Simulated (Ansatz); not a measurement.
Barrier HN2 (SMILES [N]=N) via HN2, on the benchmark's geometries as Psi4's copy gives them; open shells unrestricted, no zero-point energy, no spin–orbit coupling.
Transition structure (charge 0, multiplicity 2):
| atom | x (Å) | y (Å) | z (Å) |
|---|---|---|---|
| N | 0.0000 | 0.0000 | 0.0000 |
| N | 1.1228 | 0.0000 | 0.0000 |
| H | 1.7843 | 1.2684 | 0.0000 |

The values were computed with Ansatz (a first-principles code). 

The barrier height (kcal/mol) and the share of exact exchange:

```
functional          exact exchange (%)  value
------------------  ------------------  -----
PBE/def2-TZVPPD                      0   8.96
PBE0/def2-TZVPPD                    25  11.53
BLYP/def2-TZVPPD                     0   8.37
B3LYP/def2-TZVPPD                   20  10.76
BHLYP/def2-TZVPPD                   50  13.51
r2SCAN/def2-TZVPPD                   0   9.13
```

Q: Take the value as linear in the share of exact exchange along PBE and PBE0. Give the slope, say whether the sign turns, and set the other functionals against that line.

A: 
Slope: (11.53 − (8.96))/2.5 = 1.03 kcal/mol for each 10 %. The line keeps its sign from 0 to 100 %. At 50 % it gives 14.1 kcal/mol. The LYP pair gives (13.51 − (8.37))/5 = 1.03 for each 10 %. BHLYP, at 50 %, lies -0.6 from the PBE line. B3LYP, at 20 %, lies -0.3 from the PBE line. r2SCAN, with none, stands 0.2 from PBE.
